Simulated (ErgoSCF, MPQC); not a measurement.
**C2Si: a chain of runs**

Wanted: the energy (singlet C2Si, MP2/6-31G*), then the energy (doublet C2Si+, ZAPT2/6-31G*), then a single-point energy (singlet C2Si, MP2/6-31G*), then a single-point energy (doublet C2Si+, ZAPT2/6-31G*), then the response to a field (singlet C2Si, HF/6-31++G**), then the response to a field (singlet C2Si, HF/6-31++G**), then the polarisability (singlet C2Si, HF/6-31++G**) of C2Si. The setting varied is the frozen virtual, subspace error. 

Program for the calculation: MPQC 2.3.1, ErgoSCF 3.8.

12 further runs of the same task are left out: 12 set aside as unsound or not needed.

## Step 1: Starting point

C2Si has 3 atoms, charge 0, and is taken as a singlet. The coordinates come from a GFN2-xTB relaxation.

Bond lengths: C1–C2 1.259 Å, C2–Si3 1.781 Å. Angles: C1–C2–Si3 180.0°.

## Step 2: A single-point energy at MP2/6-31G(d) (spherical functions, frozen virtual 2) (run 1)

Input file job.in:

```
% emacs should use -*- KeyVal -*- mode
molecule<Molecule>: (
  symmetry = c1
  unit = angstrom
  { atoms geometry } = {
    C  [ -1.111830       0.737510      -0.522770 ]
    C  [ -0.135170       0.089220      -0.063600 ]
    Si [ 1.247000      -0.826740       0.586370 ]
  }
)
basis<GaussianBasisSet>: (
  name = "6-31G*"
  molecule = $:molecule
  basisdir = "."
  puream = yes
)
mpqc: (
  checkpoint = no
  savestate = no
  restart = no
  do_energy = yes
  do_gradient = no
  optimize = no
  mole<MBPT2>: (
    molecule = $:molecule
    basis = $:basis
    memory = 1000000000
    method = mp
    nfzc = 7
    nfzv = 2
    reference<CLHF>: (
      molecule = $:molecule
      basis = $:basis
      total_charge = 0
      memory = 1000000000
      print_evals = yes
      maxiter = 70
      value_accuracy = 1e-08
      guess_wavefunction<ExtendedHuckelWfn>: (
        molecule = $:molecule
        total_charge = 0
        multiplicity = 1
        basis<GaussianBasisSet>: (
          name = "STO-3G"
          molecule = $:molecule
        )
      )
    )
  )
)
```

The basis set 6-31G* is read from a file made from the Basis Set Exchange's data (not shown).

Run with:

```
mpqc job.in > job.out
```

What it wrote:

```text
MPQC: Massively Parallel Quantum Chemistry
[...]
  CLSCF::init: total charge = 0
[...]
  nbasis = 46
[...]
  iter     1 energy = -290.8905639607 delta = 1.59683e-01
[...]
  LUMO is    14   A =  -0.013399
  total scf energy = -364.4722679910
[...]
  WARNING: MBPT2: gap between frozen and active virtual orbitals is 3.04704e-07 au
[...]
  MP2 correlation energy [au]:         -0.290481120609
  MP2 energy [au]:                   -364.762749111641
Value of the MolecularEnergy: -364.7627491116
[...]
        symmetry = c1
[...]
```

Run time: 1.9 s. Hardware: 1 thread of Arm Neoverse V2, shared host; peak memory 0.1 GiB.

## Step 3: The doublet cation: a single-point energy at ZAPT2/6-31G(d) (spherical functions, frozen virtual 2) (run 2)

Edit job.in of step 2 so:

```diff
@@ -27,9 +27,10 @@
     memory = 1000000000
-    method = mp
+    method = zapt
     nfzc = 7
     nfzv = 2
-    reference<CLHF>: (
+    reference<HSOSHF>: (
       molecule = $:molecule
       basis = $:basis
-      total_charge = 0
+      total_charge = 1
+      multiplicity = 2
       memory = 1000000000
@@ -40,4 +41,4 @@
         molecule = $:molecule
-        total_charge = 0
-        multiplicity = 1
+        total_charge = 1
+        multiplicity = 2
         basis<GaussianBasisSet>: (
```

The basis set 6-31G* is read from a file made from the Basis Set Exchange's data (not shown).

Run with:

```
mpqc job.in > job.out
```

What it wrote:

```text
MPQC: Massively Parallel Quantum Chemistry
[...]
  HSOSSCF::init: total charge = 1
[...]
   npass  rest  nbasis  nshell  nfuncmax  ndocc  nsocc  nvir  nfzc  nfzv
[...]
  iter     1 energy = -288.7019373979 delta = 1.52261e-01
[...]
  LUMO is    14   A =  -0.233774
  total scf energy = -364.1641781374
[...]
  WARNING: MBPT2: gap between frozen and active virtual orbitals is 3.71115e-07 au
[...]
Value of the MolecularEnergy: -364.4342835286
[...]
        symmetry = c1
[...]
```

Wall time 3.3 s (1 thread of Arm Neoverse V2, shared host); peak memory 0.15 GiB.

Runs 3 to 4 aren't shown in full; the table further down has their settings and results.

## Step 4: The response to a field at HF/6-31++G(d,p) (spherical functions, subspace error 0.0001) (run 5)

Input file run.inp:

```
# C2Si, HF
set_nthreads("env")
scf.purification_subspace_err_limit = 0.0001
scf.output_mulliken_pop = 1
charge = 0
basis = "6-31++G**"
lr.max_iterations = 30
lr.convergence_threshold = 0.0001
tmpdir = "."
scf.max_number_of_iterations = 70
molecule_inline Angstrom
C       -1.111830       0.737510      -0.522770
C       -0.135170       0.089220      -0.063600
Si       1.247000      -0.826740       0.586370
EOF
get_polarisability "HF" all 0.0
```

The basis set 6-31++G** is read from a file made from the Basis Set Exchange's data (not shown).

Run with:

```
ergo run.inp
```

What it wrote:

```text
[...]
INSC SCF_general constructor, number of basis functions: 58
[...]
INSC Energy   1 =       -139.94101649350
[...]
ERDE Error in purification: Puri->info.converged() returned false.
ERDE get_dens_from_fock  (GetDensFromFock class) : error while getting density matrix; trying with diagonalization instead.
[...]
INDE PURIFICATION CONVERGED after 51 iterations
[...]
INDE PURIFICATION CONVERGED after 35 iterations
[...]
INDE PURIFICATION CONVERGED after 30 iterations
[...]
INDE PURIFICATION CONVERGED after 30 iterations
[...]
INDE E(LUMO) - E(HOMO) <=          0.42286551725 =         11.50675697513 eV
[...]
INSC Energy  19 =       -364.48215466879  ( diff     -0.000000000003411 )
[...]
RESC CONVERGED after  19 iterations.
RESC FINAL ENERGY:       -364.48215466879
[...]
INSC SCF: dipole_moment_x [atomic units] =       1.70561564
INSC SCF: dipole_moment_y [atomic units] =      -1.13073948
INSC SCF: dipole_moment_z [atomic units] =       0.80202744
[...]
```

The script printed:

```text
Inline main molecule with 3 atoms.
Step  1: ssize:   2 |r|=      4.92552 shift=  0.000000
Step  2: ssize:   4 |r|=      1.38116 shift=  0.000000
Step  3: ssize:   6 |r|=      0.43889 shift=  0.000000
Step  4: ssize:   8 |r|=     0.203757 shift=  0.000000
Step  5: ssize:  10 |r|=     0.105592 shift=  0.000000
Step  6: ssize:  12 |r|=    0.0310863 shift=  0.000000
Step  7: ssize:  14 |r|=   0.00727002 shift=  0.000000
Step  8: ssize:  16 |r|=   0.00168181 shift=  0.000000
Step  9: ssize:  18 |r|=  0.000451459 shift=  0.000000
Response << X | X >> at freq     0.000000000:    -63.77845492
Response << Y | X >> at freq     0.000000000:     19.00348495
Response << Z | X >> at freq     0.000000000:     -13.4740476
Step  1: ssize:   2 |r|=      3.90079 shift=  0.000000
Step  2: ssize:   4 |r|=      1.39964 shift=  0.000000
Step  3: ssize:   6 |r|=     0.480614 shift=  0.000000
Step  4: ssize:   8 |r|=     0.233375 shift=  0.000000
Step  5: ssize:  10 |r|=     0.110107 shift=  0.000000
Step  6: ssize:  12 |r|=    0.0300671 shift=  0.000000
Step  7: ssize:  14 |r|=   0.00676501 shift=  0.000000
Step  8: ssize:  16 |r|=   0.00148015 shift=  0.000000
Step  9: ssize:  18 |r|=  0.000404783 shift=  0.000000
Response << X | Y >> at freq     0.000000000:     19.00350511
Response << Y | Y >> at freq     0.000000000:     -47.7253231
Response << Z | Y >> at freq     0.000000000:     8.935554138
Step  1: ssize:   2 |r|=       3.3367 shift=  0.000000
Step  2: ssize:   4 |r|=      1.34094 shift=  0.000000
Step  3: ssize:   6 |r|=     0.499246 shift=  0.000000
Step  4: ssize:   8 |r|=     0.226523 shift=  0.000000
Step  5: ssize:  10 |r|=    0.0987451 shift=  0.000000
Step  6: ssize:  12 |r|=    0.0281835 shift=  0.000000
Step  7: ssize:  14 |r|=   0.00651084 shift=  0.000000
Step  8: ssize:  16 |r|=   0.00137633 shift=  0.000000
Step  9: ssize:  18 |r|=  0.000368901 shift=  0.000000
Response << X | Z >> at freq     0.000000000:    -13.47407541
Response << Y | Z >> at freq     0.000000000:     8.935563084
Response << Z | Z >> at freq     0.000000000:    -41.45841665
Error in AllocatorManager destructor: not empty.
```

Run time: 24 s. Hardware: 1 thread of Arm Neoverse V2, shared host; peak memory 0.26 GiB.

Run 6 isn't shown in full; the table further down has it.

## Step 5: The response to a field at HF/6-31++G(d,p) (spherical functions, subspace error 1e-08) (run 7)

Edit run.inp of step 4 so:

```diff
@@ -2,3 +2,3 @@
 set_nthreads("env")
-scf.purification_subspace_err_limit = 0.0001
+scf.purification_subspace_err_limit = 1e-08
 scf.output_mulliken_pop = 1
```

The basis set 6-31++G** is read from a file made from the Basis Set Exchange's data (not shown).

Run with:

```
ergo run.inp
```

What it wrote:

```text
[...]
INSC SCF_general constructor, number of basis functions: 58
[...]
INSC Energy   1 =       -139.94101649350
[...]
ERDE Error in purification: Puri->info.converged() returned false.
ERDE get_dens_from_fock  (GetDensFromFock class) : error while getting density matrix; trying with diagonalization instead.
[...]
INDE PURIFICATION CONVERGED after 51 iterations
[...]
INDE PURIFICATION CONVERGED after 35 iterations
[...]
INDE PURIFICATION CONVERGED after 30 iterations
[...]
INDE PURIFICATION CONVERGED after 30 iterations
[...]
INDE E(LUMO) - E(HOMO) <=          0.42286551725 =         11.50675697513 eV
[...]
INSC Energy  19 =       -364.48215466879  ( diff     -0.000000000003411 )
[...]
RESC CONVERGED after  19 iterations.
RESC FINAL ENERGY:       -364.48215466879
[...]
INSC SCF: dipole_moment_x [atomic units] =       1.70561564
INSC SCF: dipole_moment_y [atomic units] =      -1.13073948
INSC SCF: dipole_moment_z [atomic units] =       0.80202744
[...]
```

The script printed:

```text
Inline main molecule with 3 atoms.
Step  1: ssize:   2 |r|=      4.92552 shift=  0.000000
Step  2: ssize:   4 |r|=      1.38116 shift=  0.000000
Step  3: ssize:   6 |r|=      0.43889 shift=  0.000000
Step  4: ssize:   8 |r|=     0.203757 shift=  0.000000
Step  5: ssize:  10 |r|=     0.105592 shift=  0.000000
Step  6: ssize:  12 |r|=    0.0310863 shift=  0.000000
Step  7: ssize:  14 |r|=   0.00727002 shift=  0.000000
Step  8: ssize:  16 |r|=   0.00168181 shift=  0.000000
Step  9: ssize:  18 |r|=  0.000451459 shift=  0.000000
Response << X | X >> at freq     0.000000000:    -63.77845492
Response << Y | X >> at freq     0.000000000:     19.00348495
Response << Z | X >> at freq     0.000000000:     -13.4740476
Step  1: ssize:   2 |r|=      3.90079 shift=  0.000000
Step  2: ssize:   4 |r|=      1.39964 shift=  0.000000
Step  3: ssize:   6 |r|=     0.480614 shift=  0.000000
Step  4: ssize:   8 |r|=     0.233375 shift=  0.000000
Step  5: ssize:  10 |r|=     0.110107 shift=  0.000000
Step  6: ssize:  12 |r|=    0.0300671 shift=  0.000000
Step  7: ssize:  14 |r|=   0.00676501 shift=  0.000000
Step  8: ssize:  16 |r|=   0.00148015 shift=  0.000000
Step  9: ssize:  18 |r|=  0.000404783 shift=  0.000000
Response << X | Y >> at freq     0.000000000:     19.00350511
Response << Y | Y >> at freq     0.000000000:     -47.7253231
Response << Z | Y >> at freq     0.000000000:     8.935554138
Step  1: ssize:   2 |r|=       3.3367 shift=  0.000000
Step  2: ssize:   4 |r|=      1.34094 shift=  0.000000
Step  3: ssize:   6 |r|=     0.499246 shift=  0.000000
Step  4: ssize:   8 |r|=     0.226523 shift=  0.000000
Step  5: ssize:  10 |r|=    0.0987451 shift=  0.000000
Step  6: ssize:  12 |r|=    0.0281835 shift=  0.000000
Step  7: ssize:  14 |r|=   0.00651084 shift=  0.000000
Step  8: ssize:  16 |r|=   0.00137633 shift=  0.000000
Step  9: ssize:  18 |r|=  0.000368901 shift=  0.000000
Response << X | Z >> at freq     0.000000000:    -13.47407541
Response << Y | Z >> at freq     0.000000000:     8.935563084
Response << Z | Z >> at freq     0.000000000:    -41.45841665
Error in AllocatorManager destructor: not empty.
```

Wall time 24 s (1 thread of Arm Neoverse V2, shared host); peak memory 0.26 GiB.

## Step 6: All runs side by side

| run | level | frozen virtual | subspace error | partner | energy (Eh) | correlation energy (mEh) | wall time |
| --- | --- | --- | --- | --- | --- | --- | --- |
| 1 | MP2/6-31G* (spherical functions, frozen virtual 2) | 2 | – | base | -364.762749 | -290.5 | 1.9 s |
| 2 | ZAPT2/6-31G* (spherical functions, frozen virtual 2) | 2 | – | cation | -364.434284 | -270.1 | 3.3 s |
| 3 | MP2/6-31G* (spherical functions, frozen virtual 0) | 0 | – | base | -364.772925 | -300.7 | 1.9 s |
| 4 | ZAPT2/6-31G* (spherical functions, frozen virtual 0) | 0 | – | cation | -364.443068 | -278.9 | 3.3 s |
| 5 | HF/6-31++G** (spherical functions, subspace error 0.0001) | – | 0.0001 | base | -364.482155 | – | 24 s |
| 6 | HF/6-31++G** (spherical functions, subspace error 1e-06) | – | 1e-06 | base | -364.482155 | – | 24 s |
| 7 | HF/6-31++G** (spherical functions, subspace error 1e-08) | – | 1e-08 | base | -364.482155 | – | 24 s |

## Step 7: What came out

| quantity | value |
| --- | --- |
| run 7, HF/6-31++G**: total energy | -364.48215 Eh |
| run 7, HF/6-31++G**: dipole moment | 5.59 D |
| run 7, HF/6-31++G**: mean static polarisability | 51.0 bohr³ |

All runs together took 83 s, the longest 24 s.
